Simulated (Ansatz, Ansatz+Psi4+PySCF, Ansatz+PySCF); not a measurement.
```xyz
6

C    -0.0021    0.0059   -0.7312
C    -0.0012    0.0099    0.7230
H    -0.0097   -0.9345   -1.3011
H     0.0022    0.9240   -1.2979
H    -0.9280    0.0088    1.3038
H     0.9343    0.0054    1.3108
```

Basis set: cc-pVTZ (spherical functions). Correlated methods keep 2 orbitals frozen. Charge 0, multiplicity 3.

Computed with Ansatz (development build ahead of 0.2.0); each method stands on the lowest determinant of its kind that the runs found.

Task: Give the atomization energy at this shape (free ground-state atoms in the same class of orbitals less the molecule, no zero-point energy) of triplet C₂H₄ by UHF-MP2, UHF.

Result:

| method | atomization energy |
| --- | --- |
| UHF-MP2 | 483.66 kcal/mol |
| UHF | 383.61 kcal/mol |

Caution: another spin multiplicity may lie lower.
